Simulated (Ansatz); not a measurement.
Rock-salt GdN was calculated with r²SCAN-D4 (Ansatz, a first-principles code, PAW).

The input as run:

Ansatz 0.2 input:
```yaml
crystal:
  lattice:
    - [0.0, 2.479621583, 2.479621583]
    - [2.479621583, 0.0, 2.479621583]
    - [2.479621583, 2.479621583, 0.0]
  atoms:
    - { symbol: Gd, position: [0.0, 0.0, 0.0], spin: 7.0 }
    - { symbol: N, position: [0.5, 0.5, 0.5], spin: 0.0 }
basis:
  ecutwfc: 560
  ecutrho_ratio: 4
  xc_grid: 3
kpoints:
  mp_grid: { grid: [12, 12, 12] }
  band_path:
    path:
      - [0.0, 0.0, 0.0]
      - [0.038462, 0.0, 0.038462]
      - [0.076923, 0.0, 0.076923]
      - [0.115385, 0.0, 0.115385]
      - [0.153846, 0.0, 0.153846]
      - [0.192308, 0.0, 0.192308]
      - [0.230769, 0.0, 0.230769]
      - [0.269231, 0.0, 0.269231]
      - [0.307692, 0.0, 0.307692]
      - [0.346154, 0.0, 0.346154]
      - [0.384615, 0.0, 0.384615]
      - [0.423077, 0.0, 0.423077]
      - [0.461538, 0.0, 0.461538]
      - [0.5, 0.0, 0.5]
      - [0.541667, 0.083333, 0.541667]
      - [0.583333, 0.166667, 0.583333]
      - [0.625, 0.25, 0.625]
      - [0.375, 0.375, 0.75]
      - [0.346154, 0.346154, 0.692308]
      - [0.317308, 0.317308, 0.634615]
      - [0.288462, 0.288462, 0.576923]
      - [0.259615, 0.259615, 0.519231]
      - [0.230769, 0.230769, 0.461538]
      - [0.201923, 0.201923, 0.403846]
      - [0.173077, 0.173077, 0.346154]
      - [0.144231, 0.144231, 0.288462]
      - [0.115385, 0.115385, 0.230769]
      - [0.086538, 0.086538, 0.173077]
      - [0.057692, 0.057692, 0.115385]
      - [0.028846, 0.028846, 0.057692]
      - [0.045455, 0.045455, 0.045455]
      - [0.090909, 0.090909, 0.090909]
      - [0.136364, 0.136364, 0.136364]
      - [0.181818, 0.181818, 0.181818]
      - [0.227273, 0.227273, 0.227273]
      - [0.272727, 0.272727, 0.272727]
      - [0.318182, 0.318182, 0.318182]
      - [0.363636, 0.363636, 0.363636]
      - [0.409091, 0.409091, 0.409091]
      - [0.454545, 0.454545, 0.454545]
      - [0.5, 0.5, 0.5]
      - [0.5, 0.46875, 0.53125]
      - [0.5, 0.4375, 0.5625]
      - [0.5, 0.40625, 0.59375]
      - [0.5, 0.375, 0.625]
      - [0.5, 0.34375, 0.65625]
      - [0.5, 0.3125, 0.6875]
      - [0.5, 0.28125, 0.71875]
      - [0.5, 0.25, 0.75]
      - [0.5, 0.208333, 0.708333]
      - [0.5, 0.166667, 0.666667]
      - [0.5, 0.125, 0.625]
      - [0.5, 0.083333, 0.583333]
      - [0.5, 0.041667, 0.541667]
    npoints: 1
hamiltonian:
  xc: r2scan
  dispersion: d4
  pseudopotentials: { kind: paw }
scf:
  occupations: { method: fermi_dirac, width: 0.01 }
  convergence: { dr2_threshold: 0.0000000002 }
output:
  forces: true
  stress: true
  eigenvalues: true
  write_bands: true
magnetization:
  spin_polarized: true
```

The run printed, among other lines:

```
Crystal: 2 atoms, lattice volume = 30.492 Å³
Basis set: ecut = 560 eV, 941 PW (Γ), exchange–correlation on 90×90×90 points (27 copies of the dense FFT grid, shifted against one another)
Bands: 19, of which v1, the nominal top of the filled ones, is band 12 counted from 1 (11 counted from 0)
Symmetry: 48 space group operations
Space group: Fm-3m (ITA 225), of the structure as read, at distance tolerance 3.1e-5 Å
k-points: 72 of 1728
Initial density: superposition of atomic densities (chi_scale 0.1, normalization cell, long waves kept (reshape's long-wave potential 0.00 eV rms))
Functional: x = r2scan, c = r2scan; τ floored in thin density (d = 2e-4 eV/Å³)
spin=Collinear: Kerker preconditioning applied to the charge; magnetization (m = ρ↑ − ρ↓) channel mixes plain (no charge-response kernel on spin).
SCF 1 converged in 19 iterations: F = -9734.857643 eV  dr2 = 9.52e-11
SCF converged after 19 iterations
Magnetization: 7.0000 μB (15.0000 up, 8.0000 down)
Free energy (F): -9734.857643 eV
Internal energy: -9734.857595 eV  (E = F + TS)
E sigma→0 (E₀):  -9734.857619 eV
Fermi energy:    14.759448 eV
--- Forces (eV/Å), atoms counted from 1 ---
  atom   1  Gd    -0.00000000     0.00000000    -0.00000000
  atom   2  N      0.00000000    -0.00000000    -0.00000000
--- Stress (GPa, compression-positive) ---
       -0.000722      -0.000000       0.000000
        0.000000      -0.000722       0.000000
        0.000000      -0.000000      -0.000722
  P = ⅓ Tr σ = -0.0007 GPa (-0.007 kbar)
```

The PAW data were made under PBE.

Note: the 4f shell is treated without U or exact exchange, so its levels and filling can be wrong.
